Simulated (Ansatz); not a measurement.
System: BiSBr (Pnma, No. 62). Method: G0W0@PBEsol+SOC in Ansatz (plane waves, hard PAW, contour deformation, complete-basis limit, spin–orbit shift from PBEsol).

Settings: largest k mesh 4×6×2 (not extrapolated in the mesh).

Cell (measured lattice):

```cif
data_Bi4Br4S4
_chemical_formula_sum 'Bi4 S4 Br4'
_space_group_name_H-M_alt 'Pnma'
_space_group_IT_number 62
_space_group_name_Hall '-P 2ac 2n'
_cell_length_a 8.02000
_cell_length_b 4.01000
_cell_length_c 9.70000
_cell_angle_alpha 90.000
_cell_angle_beta 90.000
_cell_angle_gamma 90.000
loop_
_atom_site_label
_atom_site_type_symbol
_atom_site_symmetry_multiplicity
_atom_site_Wyckoff_symbol
_atom_site_fract_x
_atom_site_fract_y
_atom_site_fract_z
_atom_site_occupancy
Bi1 Bi 4 c 0.13800 0.25000 0.86500 1
S1 S 4 c 0.20000 0.75000 0.04000 1
Br1 Br 4 c 0.48000 0.25000 0.18000 1
```

Task: Estimate the band gap that the calculation returns.

Result: 
- band gap: 1.34 eV

Measured, for comparison: band gap 1.95 eV (temperature not stated, not corrected to a static lattice, literature value quoted in the introduction; as tabulated in Shi et al. (2016), doi:10.1103/physrevb.93.104108). Computed (rounded) less measured: band gap -0.61 eV.

Note: filled d or f shells below the valence bands can shift G0W0 gaps through exchange with them, which wasn't tested here; spin–orbit coupling enters as the shift of the gap found with a semilocal functional; cell and atoms aren't relaxed at this level.

Static lattice: no zero-point or thermal effects.

Ansatz is a quantum-chemistry and plane-wave program.
